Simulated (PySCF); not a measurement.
# A barrier at the coupled-cluster level

Start structure (CH8Si, singlet), relaxed at PBE0-D4/def2-TZVP:

Si1  (-0.793, -0.740, 0.216)
C2  (0.507, -0.371, -1.077)
H3  (-1.535, -1.986, -0.121)
H4  (-1.775, 0.374, 0.312)
H5  (-0.167, -0.921, 1.555)
H6  (0.918, 2.514, 1.353)
H7  (0.502, 2.039, 1.751)
H8  (1.224, -1.192, -1.150)
H9  (0.049, -0.231, -2.058)
H10  (1.055, 0.538, -0.823)
(Å)

The step: CH₆Si ([CH3][SiH3]) + H₂ → SiH₄ + CH₄; bonds formed: Si1–H7, C2–H6; bonds broken: Si1–C2, H6–H7. Program: PySCF 2.14 with density fitting (its default auxiliary sets; JK sets also for MP2 and CCSD(T)). Basis: def2-TZVPP and def2-QZVPP. Cores are frozen in the correlated methods. Extrapolation: Hartree–Fock as exp(−7.88 √X), correlation as X^−2.97. Energies below are by CCSD(T) at an estimated basis limit (MP2 extrapolated from triple and quadruple zeta, plus CCSD(T) − MP2 in triple zeta).

(1) What are the electronic barrier and the energy of the step, from the start structure to the end structure? (An estimate is asked for; the value comes from the calculation.)

No T1 diagnostic of these runs exceeds 0.011. The end structure is not quite a true minimum (one mode of 37i cm⁻¹).

Results:

(1) Computed: Barrier 309.0 kJ/mol; step energy -27.4 kJ/mol (downhill); reverse barrier, their difference, 336.4 kJ/mol. Barrier and step energy count from the start structure, the reverse barrier from the end structure.

The saddle point: One imaginary mode of 1594i cm⁻¹.
```tsv
pair	start (Å)	saddle (Å)	end (Å)
Si1–H7	3.43	1.71	1.48
C2–H6	3.79	1.36	1.09
Si1–C2	1.87	2.17	4.20
H6–H7	0.75	1.14	2.81
```

Zero-point energy (harmonic, PBE0-D4): ZPE is 188.7 kJ/mol at the start and 196.2 kJ/mol at the saddle, so the barrier goes from 309.0 to 316.5 kJ/mol.

Labels in which every atom is bracketed show which atoms are joined, not bond orders.

For scale, one of the runs: CCSD(T)/def2-TZVPP, 185 basis functions, launched by `OMP_NUM_THREADS=4 python run.py`. Hardware: 4 CPU threads of an Arm Neoverse V1, shared host. Wall time 2.7 min; peak host memory 1.5 GiB.
